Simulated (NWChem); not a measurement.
## Correlation energy of FLi

```
F
Li 1 1.5290
```
Charge 0, spin multiplicity 1.

Program: NWChem. The geometry was optimised at B3LYP/def2-SVP, a minimum by its harmonic frequencies.

Basis set: cc-pVTZ. Each correlation energy counts from its own Hartree-Fock reference.

The correlated methods keep 1 core orbital frozen. The structure started from a generated list of species. Coupled-cluster values serve here as a point of comparison, not as the truth.

| method | correlation energy (mHa) |
|---|---|
| MP2 | -291.0 |
| SCS-MP2 | … |
| CR-CCSD[T] | … |
| CR-CCSD(T) | -297.1 |
| CCSD | -290.4 |
| CCSD+T(CCSD) | … |
| CCSD(T) | -298.1 |

**Question.** Fill in the missing entries.

**Answer.** 
- SCS-MP2, correlation energy (mHa): -284.9
- CR-CCSD[T], correlation energy (mHa): -297.7
- CCSD+T(CCSD), correlation energy (mHa): -298.8
